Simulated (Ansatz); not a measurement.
We consider tetradymite Bi2Se3, described by PBE-D4 (plane waves, PAW; Ansatz, a program for electronic structure).

Settings: plane-wave cutoff 520 eV, 10×10×10 k mesh, Fermi–Dirac smearing 0.01 eV, scalar-relativistic PAW data made under PBE.

Shape and atoms are relaxed at each volume.

Pressure at four volumes; x = ln(V/28.169 Å³). One pressure is withheld.

```json
[
 {"V (Å³/atom)": "27.042", "x": "-0.0408", "P (GPa)": "?"},
 {"V (Å³/atom)": "27.605", "x": "-0.0202", "P (GPa)": "0.844"},
 {"V (Å³/atom)": "28.169", "x": "0.0000", "P (GPa)": "-0.003"},
 {"V (Å³/atom)": "29.295", "x": "0.0392", "P (GPa)": "-1.160"}
]
```

### Question
Pass a parabola P(x) through the three rows shown, estimate the bulk modulus and its pressure derivative near zero pressure, and predict the withheld pressure.

### Answer
Slopes between the rows: (-0.003 − (0.844))/(0.0000 − (-0.0202)) = -41.93 and (-1.160 − (-0.003))/(0.0392 − (0.0000)) = -29.52 GPa. Their difference over the span 0.0594 is c = 12.41/0.0594 = 208.9 GPa, so P(x) = 0.844 + (-41.93)(x − (-0.0202)) + 208.9 (x − (-0.0202))(x − (0.0000)). At the middle row B = −dP/dx = −[-41.93 + 208.9 × 0.0202] = 37.7 GPa, and B′ = dB/dP = 2c/B = 11.1. At x = -0.0408 the parabola gives 1.883 GPa; the run gives 1.861 GPa. The Birch–Murnaghan fit to the energies at all volumes has B0 = 37.1 GPa and B′ = 10.8.

Note: the bulk modulus comes from volumes at which shape and atoms were relaxed.

Spin–orbit coupling is not included; it can shift volumes and moduli of such heavy elements.
